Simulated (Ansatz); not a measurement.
The parent structure is Au in the fcc (Cu type) structure (space group Fm-3m, No. 225).

```yaml
crystal:
  lattice:
    - [0.00000, 2.04167, 2.04167]
    - [2.04167, 0.00000, 2.04167]
    - [2.04167, 2.04167, 0.00000]
  atoms:
    - { symbol: Au, position: [0.00000, 0.00000, 0.00000] }
```

Level of theory: PBEsol (Ansatz, an electronic-structure program), scalar-relativistic without spin-orbit coupling, earlier PAW set.

Now apply this change: every Au is replaced by Ag, then cell and atoms are relaxed.

Measured lattice parameter a: Au 4.062 Å (static lattice; corrected from measurement; as listed in Daniel Mejia-Rodriguez, S. B. Trickey, Phys. Rev. B (2018)); Ag 4.062 Å (static lattice; corrected from measurement; as listed in Daniel Mejia-Rodriguez, S. B. Trickey, Phys. Rev. B (2018)).

**Question.** How well does PBEsol reproduce the measured shift?

**Answer.** With PBEsol the lattice parameter a moves by -0.029 Å (4.083 → 4.055) against +0.000 Å measured.

Stability against distortions was not tested.
